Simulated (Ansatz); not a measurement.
The same path of CH2NOS (6 atoms, charge -1, multiplicity 1) was run twice with different band settings. Lost on the way: C2–H5, O3–S4. Made: C2–S4, O3–H5.

These are results of RKS B3LYP/def2-SVP (Ansatz), not measurements.

Relaxed end points:

```xyz
6
Properties=species:S:1:pos:R:3
N 0.579 -1.513 0.391
C 0.945 -0.384 0.067
O 0.063 0.702 -0.195
S -1.518 -0.056 0.077
H 1.966 0.062 -0.097
H -2.035 1.189 -0.243
```

```xyz
6
Properties=species:S:1:pos:R:3
N 0.761 -1.631 0.416
C 0.258 -0.575 0.147
O 0.765 0.688 -0.220
S -1.775 -0.149 0.114
H 1.721 0.511 -0.210
H -1.731 1.157 -0.247
```

Common settings: movable images 7; climbing image yes; optimiser quadratic models (default); start path through a guess of the saddle point; force threshold 0.05 eV/Å; iteration limit 60; end points relaxed.

| run | spring |
| --- | --- |
| 1 | 5.0 eV/Å² |
| 2 | 20.0 eV/Å² |

(1) What does each run give, and how far can it be trusted?

Results:

(1) Run 1: converged after 19 iterations, highest image 0.965 eV above the first end. A vibrational analysis at the climbing image gives one clearly imaginary mode, 1007i cm⁻¹: a first-order saddle point.
Run 2: converged after 20 iterations, highest image 0.965 eV above the first end. Another band between the same ends (7 images) ends at a top of the same energy, where a vibrational analysis finds 1 clearly imaginary mode.
The orbitals stay closed-shell, which can raise the energy where a bond breaks towards radicals; this wasn't checked here. Limits of this set-up: an anion without diffuse functions, the dipole of an ion depends on the origin.
